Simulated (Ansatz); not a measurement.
`PBS` + CH₃SH → `CSP` + `BS`  (cleavage of the P–B bond)

Isolated molecules relaxed with PBE0-D4/def2-TZVP in Ansatz; ΔE leaves out vibrations. CCSD(T)/CBS adds triple-zeta CCSD(T) − MP2 to the extrapolated MP2 energy (def2 sets, frozen cores). This one scheme is used for every species. Each species was taken in one conformer, which may not be the lowest.

`PBS`:

Z-matrix (Å, degrees):
```
P
B 1 1.891
H 1 1.415 2 98.7
H 1 1.416 2 100.3 3 -98.8
S 2 1.773 1 125.8 3 139.5
H 2 1.194 1 119.3 3 -48.5
H 5 1.346 2 99.7 1 -7.6
```

CH₃SH:

```xyz
6

C     0.383   -0.095   -0.293
S    -0.779   -0.434    1.048
H    -0.126   -0.022   -1.253
H     1.065   -0.944   -0.325
H     0.961    0.808   -0.102
H    -1.505    0.687    0.926
```

`CSP`:

Z-matrix (Å, degrees):
```
C
S 1 1.810
H 1 1.089 2 111.3
H 1 1.089 2 111.3 3 123.2
H 1 1.091 2 106.0 3 -118.4
P 2 2.105 1 99.5 3 -61.5
H 6 1.420 2 98.3 1 132.8
H 6 1.420 2 98.4 1 -132.6
```

`BS`:

Cartesian coordinates in Å:
```
B 0.032 0.541 0.205
S 0.520 -1.152 0.115
H 0.631 1.213 0.986
H -0.843 0.973 -0.477
H -0.340 -1.575 -0.829
```

| species | MP2/def2-SVP energy (Eh) |
| --- | --- |
| `PBS` | -765.39300 |
| CH₃SH | -437.85005 |
| `CSP` | -779.17989 |
| `BS` | -424.05279 |

Q: Work out ΔE.

A: ΔE = (-779.17989) + (-424.05279) − (-765.39300) − (-437.85005) = 0.01037 Eh = +27.2 kJ/mol. CCSD(T)/CBS gives +10.8 kJ/mol.

Largest T1 diagnostic among the species: 0.016.

In def2-TZVPP, CCSD(T) changes the Hartree–Fock value by +8.5 kJ/mol (the triples alone add +0.2 kJ/mol) and MP2 by +5.5 kJ/mol. Leaving LDA and LC-ωPBE aside and taking each functional with its dispersion term where it has one, the values, not all of them listed here, spread over 8.3 kJ/mol, from BLYP-D4 to B97M-V. LDA lies +5.4 kJ/mol from PBE without D4. At CCSD(T), def2-SVP lies +16.7 kJ/mol from the extrapolated value and def2-TZVPP +3.6 kJ/mol.
